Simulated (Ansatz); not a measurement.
The input, for Ansatz 0.2.0:

```yaml
crystal:
  periodic: [false, false, false]
  atoms:
    - {symbol: C, position_ang: [0.000000, 0.000000, 1.841767]}
    - {symbol: Al, position_ang: [0.000000, 0.000000, -0.098433]}
    - {symbol: F, position_ang: [0.000000, 0.000000, -1.743333]}
basis:
  gaussian: {orbitals: cc-pVDZ}
magnetization: {spin_polarized: true, initial_magnetization: 2}
correlation: {method: bccd_t, electrons: outside_noble_gas}
output: {forces: true}
```

```sh
$ ansatz run in.yaml --threads 1 --pin off --events-out ev --progress --plain --max-ram 2393MiB
```

(1) Roughly how long does this take on 1 thread of Arm Neoverse V2, shared host, and how much host memory?

```
442 factors; integrals over basis functions are off by at most 6.9e-4 eV
mean field evaluation 1: about -10314.6631 eV, gradient 2.0e1 eV
mean field evaluation 2: about -10314.6668 eV, gradient 2.0e1 eV
mean field evaluation 4: about -10316.3230 eV, gradient 1.7e0 eV
mean field evaluation 8: about -10316.3716 eV, gradient 2.8e-1 eV
mean field evaluation 16: about -10316.4637 eV, gradient 1.7e-1 eV
mean field evaluation 32: about -10316.3544 eV, gradient 2.0e-1 eV
mean field evaluation 64: about -10316.4668 eV, gradient 9.5e-4 eV
mean field evaluation 96: about -10316.4455 eV, gradient 5.8e-1 eV
mean field evaluation 128: about -10313.3366 eV, gradient 1.1e1 eV
mean field evaluation 160: about -10314.5180 eV, gradient 7.2e-1 eV
...
cycle   9  -9.35441484 eV  change    6.0e-5 eV  update   3.2e-4
cycle  10  -9.35443293 eV  change   -1.8e-5 eV  update   1.9e-4
cycle  11  -9.35455853 eV  change   -1.3e-4 eV  update   9.6e-5
cycle  12  -9.35458819 eV  change   -3.0e-5 eV  update   4.5e-5
cycle  13  -9.35459469 eV  change   -6.5e-6 eV  update   1.9e-5
cycle  14  -9.35459506 eV  change   -3.7e-7 eV  update   6.6e-6
cycle  15  -9.35459146 eV  change    3.6e-6 eV  update   2.6e-6
cycle  16  -9.35459185 eV  change   -3.9e-7 eV  update   1.2e-6
cycle  17  -9.35459121 eV  change    6.5e-7 eV  update   7.5e-7
cycle  18  -9.35459120 eV  change    2.2e-9 eV  update   4.0e-7
perturbative correction -0.33574985 eV, -0.0123385795 hartree
the calculation of the forces begins
Total energy: -10326.15718057 eV, -379.4792770654 hartree
Atom 0 at     0.000000     0.000000     1.841767 Å, force    -0.000000    -0.000000     0.655277 eV/Å
Atom 1 at     0.000000     0.000000    -0.098433 Å, force     0.000000    -0.000000     0.997853 eV/Å
Atom 2 at     0.000000     0.000000    -1.743333 Å, force    -0.000000    -0.000000    -1.653129 eV/Å
Dipole moment:    -0.000000    -0.000000    -0.273119 e Å
```

Forces (eV/Å):
```
C    0.000  0.000  0.655
Al   0.000  0.000  0.998
F    0.000  0.000 -1.653
```

## Answers

(1) 12 s wall and 0.2 GiB.
